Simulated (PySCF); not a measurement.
# Basis-set dependence of CH⁺ at CCSD(T)

PySCF, RHF reference; singlet, unpaired electrons none; De to H + C⁺ without counterpoise correction. Frozen cores follow the default of each basis and core potential.

```json
{"basis": "def2-SVP", "relativity": "no relativity", "functions": "19", "Re (Å)": "1.136", "ωe (cm⁻¹)": "2958", "De (eV)": "4.04", "frozen orbitals": "1"}
{"basis": "def2-SVPD", "relativity": "no relativity", "functions": "28", "Re (Å)": "1.138", "ωe (cm⁻¹)": "2907", "De (eV)": "4.07", "frozen orbitals": "1"}
{"basis": "def2-TZVPPD", "relativity": "no relativity", "functions": "54", "Re (Å)": "1.131", "ωe (cm⁻¹)": "2848", "De (eV)": "4.18", "frozen orbitals": "1"}
```

Question: How does each smaller set differ from the one with most functions, def2-TZVPPD?

Answer: def2-SVP: +0.5 pm, +3.9 % in ωe, -0.14 eV in De; def2-SVPD: +0.7 pm, +2.1 % in ωe, -0.11 eV in De. All at CCSD(T); the set with most functions is neither the basis-set limit nor always the best.

Correlated steps freeze 1 core orbital. Correlated levels converge slowly with the basis: in double zeta they bind strong bonds too weakly, by up to about 1 eV, and carry superposition errors of some tenths. For an ion De counts to the pair picked by the measured ionisation energies or electron affinities, which need not be the lowest pair at this level. Where the molecule has an RHF reference, its open-shell atoms are computed with UHF.
